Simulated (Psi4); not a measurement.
# SiH4O2 (Si(OH)2H2): B3LYP/def2-TZVPD (sweep point 8)

Aim: the vertical electron affinity of SiH4O2 (Si(OH)2H2) at B3LYP/def2-TZVPD (sweep point 8), from 2 runs. 

The calculation is run with Psi4 1.11.

6 further runs of the same task are left out: 4 that didn't finish, 2 set aside as unsound or not needed.

## 1. The molecule

The species is SiH4O2 (7 atoms), meant as a singlet with charge 0. SMILES: `[H][Si]([H])(O)O`. The shape is that of a GFN2-xTB optimisation. This is one conformer, not always the lowest.

Bond lengths: Si1–O2 1.634 Å, Si1–O4 1.617 Å, O2–H3 0.951 Å, O4–H5 0.954 Å, Si1–H6 1.456 Å, Si1–H7 1.462 Å. Angles: O2–Si1–O4 105.5°, Si1–O2–H3 120.5°, O2–Si1–H6 111.7°, O2–Si1–H7 109.2°, O4–Si1–H6 106.2°, O4–Si1–H7 110.7°, Si1–O4–H5 119.4°, H6–Si1–H7 113.2°.

## 2. A single-point energy at B3LYP/def2-TZVPD (sweep point 8)

input.in

```
memory 1600 MB

molecule geom {
  Si    -0.47668341     0.12033776    -0.65492238
  O     -0.37361775     0.08407392     2.43067913
  H     -1.88165699     0.24008970     3.39502526
  O      2.42674849    -0.13768545    -1.57193088
  H      3.65408782    -0.81995217    -0.44261165
  H     -1.37339626     2.53727858    -1.61577253
  H     -1.97548190    -2.02414234    -1.54046694
  units au
  symmetry c1
}

set globals {
  basis                def2-TZVPD
  reference            rks
  puream               true
  scf_type             pk
  dft_radial_points    99
  dft_spherical_points 590
}

e_tot = energy('b3lyp')
```

On the command line:

```console
$ psi4 -n 1 input.in input.out
```

input.out:

```text
[...]
  Running in c1 symmetry.
[...]
  Nuclear repulsion =  122.218765949476975
[...]
  Multiplicity = 1
[...]
  Nalpha       = 17
  Nbeta        = 17
[...]
    Number of basis functions: 159
[...]
   @RKS iter   1:  -442.17578428018965   -1.74127e-01   6.55379e-03 DIIS/ADIIS
[...]
   @RKS iter   8:  -442.54243297493082   -1.58441e-07   5.36971e-07 DIIS
[...]
    Orbital Energies [Eh]
    ---------------------
    Doubly Occupied:
       1A    -66.133969     2A    -19.136639     3A    -19.129548
       4A     -5.292712     5A     -3.652413     6A     -3.650918
       7A     -3.649265     8A     -1.027786     9A     -1.004364
      10A     -0.589712    11A     -0.535986    12A     -0.449807
      13A     -0.407725    14A     -0.376854    15A     -0.362325
      16A     -0.342082    17A     -0.304469
[...]
  @RKS Final Energy:  -442.54243297493082
   => Energetics <=
    Nuclear Repulsion Energy =            122.2187659494769747
    One-Electron Energy =                -854.4743387454216190
    Two-Electron Energy =                 321.8181946505150677
    DFT Exchange-Correlation Energy =     -32.1050548295012135
    Empirical Dispersion Energy =           0.0000000000000000
    VV10 Nonlocal Energy =                  0.0000000000000000
    Total Energy =                       -442.5424329749308185
[...]
 Multipole Moments:
 ------------------------------------------------------------------------------------
     Multipole            Electronic (a.u.)      Nuclear  (a.u.)        Total (a.u.)
 ------------------------------------------------------------------------------------
 L = 1.  Multiply by 2.5417464519 to convert [e a0] to [Debye]
 Dipole X            :          0.9533217           -1.3424591           -0.3891374
 Dipole Y            :         -0.0282335           -0.1081995           -0.1364330
 Dipole Z            :          0.4511054            0.0433563            0.4944617
 Magnitude           :                                                    0.6438434
[...]
```

Wall time 80 s (1 thread of Intel Xeon Platinum 8488C (Sapphire Rapids), shared host); peak memory 1.3 GiB.

## 3. The doublet anion, same level

h4o2si.dat

```
memory 1600 mb

molecule mol {
  -1 2
  Si    -0.47668341     0.12033776    -0.65492238
  O     -0.37361775     0.08407392     2.43067913
  H     -1.88165699     0.24008970     3.39502526
  O      2.42674849    -0.13768545    -1.57193088
  H      3.65408782    -0.81995217    -0.44261165
  H     -1.37339626     2.53727858    -1.61577253
  H     -1.97548190    -2.02414234    -1.54046694
  units au
  symmetry c1
}

set globals {
  basis                def2-TZVPD
  reference            uks
  puream               true
  scf_type             pk
  dft_radial_points    99
  dft_spherical_points 590
  maxiter              150
}

e_tot, wfn = energy("b3lyp", return_wfn=True)
```

On the command line:

```console
$ psi4 -i h4o2si.dat -o h4o2si.out -n 1
```

h4o2si.out:

```text
[...]
  Running in c1 symmetry.
[...]
  Nuclear repulsion =  122.218765949476975
[...]
  Multiplicity = 2
[...]
  Nalpha       = 18
  Nbeta        = 17
[...]
    Number of basis functions: 159
[...]
   @UKS iter   1:  -441.96682557038702    3.48315e-02   7.14548e-03 ADIIS/DIIS
[...]
   @UKS iter  11:  -442.51180051000932   -2.47719e-07   5.97497e-07 DIIS
[...]
   @S^2 Observed:                7.501348939E-01
[...]
    Orbital Energies [Eh]
    ---------------------
    Alpha Occupied:
       1A    -65.983470     2A    -18.980813     3A    -18.971888
       4A     -5.142127     5A     -3.501639     6A     -3.500350
       7A     -3.499025     8A     -0.872676     9A     -0.846548
      10A     -0.436782    11A     -0.378818    12A     -0.299636
      13A     -0.257929    14A     -0.227495    15A     -0.206009
      16A     -0.187170    17A     -0.155426    18A      0.074521
    Alpha Virtual:
      19A      0.107964    20A      0.134622    21A      0.157088
      22A      0.157956    23A      0.164164    24A      0.178704
      25A      0.196628    26A      0.204362    27A      0.209891
[...]
  @UKS Final Energy:  -442.51180051000932
   => Energetics <=
    Nuclear Repulsion Energy =            122.2187659494769747
    One-Electron Energy =                -859.6407585400917242
    Two-Electron Energy =                 327.0997795102417172
    DFT Exchange-Correlation Energy =     -32.1895874296362905
    Empirical Dispersion Energy =           0.0000000000000000
    VV10 Nonlocal Energy =                  0.0000000000000000
    Total Energy =                       -442.5118005100093228
[...]
 Multipole Moments:
 ------------------------------------------------------------------------------------
     Multipole            Electronic (a.u.)      Nuclear  (a.u.)        Total (a.u.)
 ------------------------------------------------------------------------------------
 L = 1.  Multiply by 2.5417464519 to convert [e a0] to [Debye]
 Dipole X            :          1.3644521           -1.3424591            0.0219930
 Dipole Y            :          0.2529058           -0.1081995            0.1447064
 Dipole Z            :         -1.3143198            0.0433563           -1.2709635
 Magnitude           :                                                    1.2793638
[...]
```

Run time: 2.4 min. Hardware: 1 thread of Intel Xeon Platinum 8488C (Sapphire Rapids), shared host; peak memory 1.3 GiB.

## 4. Results

Level: B3LYP/def2-TZVPD (sweep point 8).

```
                                         quantity          value
                     singlet SiH4O2: total energy  -442.54243 Eh
                    singlet SiH4O2: dipole moment         1.64 D
                      singlet SiH4O2: HOMO energy       -8.29 eV
                      singlet SiH4O2: LUMO energy       -0.36 eV
                    singlet SiH4O2: HOMO–LUMO gap        7.93 eV
                      doublet anion: total energy  -442.51180 Eh
doublet anion: HOMO energy (highest over α and β)        2.03 eV
 doublet anion: LUMO energy (lowest over α and β)        2.94 eV
                              doublet anion: ⟨S²⟩          0.750
vertical electron affinity (to the doublet anion)      -0.834 eV
```

In words: The anion lies 0.83 eV (19.2 kcal/mol) above the neutral: the electron isn't bound at this level, and such a value depends on the basis. The HOMO (doublet anion) lies at positive energy, 2.03 eV; only total energies tell whether the electron is bound.
